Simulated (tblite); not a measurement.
Compound: C₄H₅Cl₂ (doublet state).
Z-matrix (Å and degrees, GFN2-xTB geometry), rows numbered from 1:
```
Cl
C   1  1.9204
C   2  1.3981  1  111.90
C   3  1.2907  2  155.48  1     1.74
C   4  1.5115  3  125.12  2    -2.20
Cl  5  1.7877  4  109.76  3  -117.93
H   2  1.0879  1  102.48  3  -122.07
H   2  1.0879  1  102.36  3   122.13
H   4  1.0840  3  121.02  2   179.17
H   5  1.0881  4  111.10  3     1.00
H   5  1.0902  4  110.39  3   124.59
```

Calculated harmonic vibrations of the isolated species, GFN2-xTB (tblite), most abundant isotopes, no scaling. Errors from tens to a few hundred cm⁻¹ against measured bands are possible. One conformer, not necessarily the lowest. Open shells enter through the occupations alone, without spin polarisation, and single modes of such species can be off by tens of per cent.

Harmonic wavenumbers (cm⁻¹): 38.4, 75.9, 98.4, 246.2, 258.2, 353.9, 390.5, 517.4, 678.8, 766.7, 856.2, 886.1, 948.6, 1057.1, 1076.8, 1100.1, 1126.4, 1199.3, 1247.1, 1384.2, 1404.7, 1869.6, 2968.4, 2985.2, 2988.2, 2999.9, 3012.6.

A = 4288, B = 1008, C = 870.1 MHz; mass 122.977 u (most abundant isotopes); point group C1, symmetry number 1; spin multiplicity 2.

**Question.** What is the zero-point energy?

**Answer.** Half the sum of the wavenumbers: 16267 cm⁻¹ = 46.51 kcal/mol.

**Question.** Entropy at 273.15 K, 1 bar (ideal gas, RRHO, classical rotation)?

**Answer.** Translation 39.93, rotation 28.58, vibration 18.82, spin (R ln 2) 1.38: S = 88.7 cal/(mol K).

**Question.** And Cp and H(273.15 K) − H(0)?

**Answer.** Cp = 25.11 cal/(mol K), of which vibrations give 17.16 (their classical limit is 27 R = 53.7); H(273.15 K) − H(0) = 4.71 kcal/mol without the zero-point energy, 2.54 from vibrations.

**Question.** How do the functions run with temperature in this model?

**Answer.** 
```
 T (K)  S (cal/(mol K))  Cp (cal/(mol K))  H − H(0) (kcal/mol)  G − H(0) (kcal/mol)  ln q(vib)
   150             75.9              18.3                 2.04                -9.35       2.58
   250             86.5              23.8                 4.15               -17.49       4.39
298.15             91.0              26.5                 5.36               -21.76       5.22
   400             99.5              31.8                 8.33               -31.47       6.90
   600            114.0              39.6                15.54               -52.87      10.03
   900            131.6              46.9                28.61               -89.81      14.28
```

q(vib) and H(0) count from the zero-point level.

**Question.** Which modes carry the vibrational entropy at 273.15 K?

**Answer.** 38.4 cm⁻¹: 5.17; 75.9 cm⁻¹: 3.82; 98.4 cm⁻¹: 3.32; 246.2 cm⁻¹: 1.60; 258.2 cm⁻¹: 1.52; 353.9 cm⁻¹: 1.01 cal/(mol K); the other 21 give 2.38 together.

**Question.** Blend soft modes into free rotors: weight 1/[1 + (100 cm⁻¹/ν̃)⁴] for the oscillator and the rest for a rotor with moment μB/(μ + B), μ = h/(8π²ν), B = 10⁻⁴⁴ kg m². What vibrational entropy results?

**Answer.** 16.57 cal/(mol K) in place of 18.82, which changes −T·S at 273.15 K by +0.62 kcal/mol.

Hindered rotation and anharmonicity are outside this model. Other conformers, if any are populated, would add a mixing term that is left out. The structure is chiral; the term R ln 2 for an equal mix with its mirror image is left out.

The run took 0.23 s on one thread of an Arm Neoverse V2, shared host with 32 logical CPUs at a one-minute load of 13. The figure is for the frequency step alone.
